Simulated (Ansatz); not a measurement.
GaH₂⁻, triplet in aug-cc-pVDZ: errors against UCCSDT(Q)

Geometry: displaced at random from a stationary point.

```xyz
3

Ga    0.0036   -0.0222   -0.0002
H    -0.1613    0.7843   -1.3876
H    -0.0847    0.7519    1.4022
```

Basis aug-cc-pVDZ; Ansatz 0.2.0. Only valence electrons are correlated (noble-gas cores and the filled d shells of p-block atoms frozen), which leaves 6 electrons in 40 orbitals. Prefix R: restricted or restricted open-shell reference; prefix U: unrestricted. Active spaces: valence = (6e, 6o) chosen from the atoms' valence shells. No spin–orbit coupling is included, and no scalar relativity.

Full CI isn't at hand for all of this; UCCSDT(Q) serves as the reference, and is uncertain by the last step of the cluster series or more. The frozen core follows each run's orbitals, which can shift R against U totals by a few meV for light atoms and by up to 0.1 eV past Ca.

The UHF ⟨S²⟩ is 2.004, the T1 diagnostic (RCCSD) is 0.0231 and the largest doubles amplitude (RCCSD) is 0.038. The T1 diagnostic (UCCSD) is 0.0182.

Problem. From what is known of these methods and the diagnostics, rank them by the size of their error in total energy against UCCSDT(Q) in aug-cc-pVDZ, smallest first (an estimate: the text doesn't fix the numbers).
A. UCCSDT
B. UMP2
C. UCCSD(T)
D. UHF
E. UCCSD

Solution. A (0.1 kJ/mol), C (2.0 kJ/mol), E (7.6 kJ/mol), B (63.3 kJ/mol), D (244.0 kJ/mol).

All errors are against UCCSDT(Q) in aug-cc-pVDZ. Within each family the higher level lies nearer, as is usual though not guaranteed.

Natural occupations of CASSCF (valence space) about the gap: 1.981 1.968 1.002 1.000 0.029 0.019; effectively unpaired electrons, Σ n²(2−n)², 2.01.
